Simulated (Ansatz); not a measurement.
## Ansatz (development build ahead of 0.2.0) run

```yaml
crystal:
  periodic: [false, false, false]
  atoms:
    - { symbol: C, position_ang: [0.0, 0.00337, -0.66918] }
    - { symbol: C, position_ang: [0.0, -0.00337, 0.66918] }
    - { symbol: C, position_ang: [0.0, 1.025, -1.3597] }
    - { symbol: C, position_ang: [0.0, -1.025, 1.3597] }
    - { symbol: H, position_ang: [0.0, -0.89864, -1.12188] }
    - { symbol: H, position_ang: [0.0, 0.89864, 1.12188] }
    - { symbol: H, position_ang: [0.0, 0.98209, -2.36391] }
    - { symbol: H, position_ang: [0.0, 1.94021, -0.93936] }
    - { symbol: H, position_ang: [0.0, -0.98209, 2.36391] }
    - { symbol: H, position_ang: [0.0, -1.94021, 0.93936] }
basis:
  gaussian: { orbitals: cc-pVDZ }
hamiltonian:
  xc: hf
```

The input is written out in the form of the current development build from the run's settings.

The run gave:

- Converged: yes
- Total energy: -154.86196 hartree
- Spin squared of the determinant: 0.000

Caution: no unrestricted run beside it, a lower state can exist.
